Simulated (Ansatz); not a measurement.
Input file:

```yaml
crystal:
  periodic: [false, false, false]
  atoms:
    - {symbol: Ge, position_ang: [0.000000, 0.089224, 0.265686]}
    - {symbol: N, position_ang: [0.000000, -0.440116, -1.363252]}
    - {symbol: H, position_ang: [0.000000, 1.082051, 1.496018]}
    - {symbol: H, position_ang: [0.000000, -1.396246, -1.699202]}
basis:
  gaussian: {orbitals: "6-31G*"}
magnetization: {spin_polarized: true, initial_magnetization: 1}
correlation: {method: mp2, electrons: outside_noble_gas}
```

```sh
$ ansatz run in.yaml --threads 1 --pin off --events-out ev --progress --plain --max-ram 2393MiB
```

Roughly how long does this take on 1 thread of Arm Neoverse V2, shared host, and how much host memory?

4.1 s wall and 0.21 GiB.

```
510 factors; integrals over basis functions are off by at most 7.4e-4 eV
mean field evaluation 1: about -57970.8472 eV, gradient 2.9e1 eV
mean field evaluation 2: about -57970.8602 eV, gradient 2.9e1 eV
mean field evaluation 4: about -57974.9993 eV, gradient 2.7e0 eV
mean field evaluation 8: about -57975.1374 eV, gradient 3.5e-1 eV
mean field evaluation 16: about -57975.1489 eV, gradient 2.7e-2 eV
mean field evaluation 32: about -57975.1261 eV, gradient 8.9e-1 eV
mean field evaluation 64: about -57975.1977 eV, gradient 4.7e-1 eV
mean field evaluation 96: about -57974.4869 eV, gradient 9.3e-1 eV
mean field evaluation 128: about -57970.6135 eV, gradient 7.7e0 eV
mean field evaluation 160: about -57971.5698 eV, gradient 1.3e1 eV
mean field evaluation 192: about -57975.2091 eV, gradient 1.3e-1 eV
mean field evaluation 224: about -57975.1488 eV, gradient 2.2e-5 eV
mean field -57975.41505103 eV, -2130.5572059776 hartree, gradient 3.2e-6 eV, S^2 1.289422; 17 other end points of the search recorded, 0 dependent functions left out
15 core orbitals not correlated: weight in the atoms' cores, before any rotation towards them, 0.995 or more for the frozen orbitals, at most 0.004 for the correlated occupied ones
reference -57975.41505103 eV, -2130.5572059776 hartree; 6, 5 occupied and 33, 34 virtual orbitals, 510 factors
second order -5.75201162 eV of doubles, -0.00000000 eV of singles
Total energy: -57981.16706265 eV, -2130.7685885058 hartree
```
